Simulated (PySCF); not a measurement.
Allyl, C3H5 (doublet state).
SMILES with atom numbers: `[CH2:1][CH:2]=[CH2:3]` (hydrogens: H4, H5 on C1; H6 on C2; H7, H8 on C3)

Cartesian coordinates in Å at the PBE0-D3(BJ)/def2-SVP level; atoms count from 1:
```
atom  x, y, z in Å
C1    -0.7350    0.4723   -0.8082
C2     0.0822   -0.4162   -0.1288
C3     0.6834   -0.1735    1.0953
H4    -1.1762    0.2135   -1.7727
H5    -0.9607    1.4597   -0.3951
H6     0.2684   -1.3900   -0.5981
H7     1.3170   -0.9239    1.5720
H8     0.5391    0.7770    1.6173
```

The hyperfine couplings belong to this conformer and change with its torsions.

The calculation used PySCF, UKS B3LYP, IGLO-III on C, pcH-1 on H, non-relativistic, mean-field spin-orbit, GIAO. Geometry: PBE0-D3(BJ)/def2-SVP; no solvent, vibrations or thermal averaging. The SCF solution wasn't tested for stability. ⟨S²⟩ is 0.779 where a pure state has 0.75.

**Question.** Predict the first-order ENDOR lines of H4/H7, H5/H8 and H6 under fast tumbling at B = 334.6 mT (X band).

**Answer.** For S = 1/2 in fast tumbling each set of equivalent nuclei gives two lines, ν± = |νn ± a/2| to first order, with νn = g_N μN B/h and μN/h = 7.62259 MHz/T.

```
nuclei  isotope     g_N  νn (MHz)  a_iso (MHz)  lower line (MHz)  upper line (MHz)
 H4/H7       1H  5.5857     14.25       -43.64              7.57             36.07
 H5/H8       1H  5.5857     14.25       -41.02              6.27             34.76
    H6       1H  5.5857     14.25        12.65              7.92             20.57
```

**Question.** Which pairs are centred on the nuclear Larmor frequency, and which on half the coupling?

**Answer.** Centred on νn, since |a| < 2νn: H6. Centred on |a|/2 and split by 2νn: H4/H7 and H5/H8.

**Question.** At what field would the lower line of H5/H8 fall to zero frequency?

**Answer.** Where νn = |a|/2, that is B = 20.51 MHz/(5.5857 × 7.62259 MHz/T) = 482 mT, as far as first order holds there.

H4 and H5 aren't averaged: C1 is flat or nearly so (angle sum 360°), and its turn about the short C1–C2 bond (1.39 Å) is taken as slow.

The run took 8.3 s wall on Arm Neoverse V2, one thread, no GPU, on a shared host.
